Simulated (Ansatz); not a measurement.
C₃H₅FO (`C/C(F)=C\O`), relaxed with RKS PBE0-D4/def2-TZVP in the Gaussian-basis code of Ansatz from a PBE-D4/def2-SVP geometry. The force threshold is 0.005 eV/Å; the program also tests the step.

Total charge 0; spin multiplicity 1.

Start:

```xyz
10

C    -0.210   -0.514   -1.108
C    -0.529    0.411    0.018
F    -1.659    1.144   -0.186
C     0.147    0.600    1.173
O     1.292   -0.026    1.570
H    -0.053    0.045   -2.056
H     0.708   -1.105   -0.913
H    -1.040   -1.231   -1.284
H    -0.222    1.327    1.913
H     1.565   -0.652    0.873
```

| step | energy (eV) | largest force (eV/Å) | largest move (Å) |
| --- | --- | --- | --- |
| 1 | -7950.3033 | 0.923 | 0.000 |
| 2 | -7950.3518 | 0.265 | 0.025 |
| 3 | -7950.3559 | 0.029 | 0.009 |
| 4 (rejected) | -7950.3559 | 0.078 | 0.005 |
| 5 | -7950.3560 | 0.011 | 0.002 |
| 6 | -7950.3561 | 0.005 | 0.006 |

End:

```xyz
10

C    -0.209   -0.511   -1.103
C    -0.514    0.402    0.020
F    -1.637    1.130   -0.185
C     0.140    0.596    1.158
O     1.279   -0.023    1.560
H    -0.061    0.051   -2.030
H     0.694   -1.098   -0.922
H    -1.033   -1.212   -1.266
H    -0.225    1.312    1.883
H     1.566   -0.646    0.886
```

Hardware: 4 threads of an Arm Neoverse V2 on a shared host. Wall time 12 s, peak host memory 0.4 GiB.
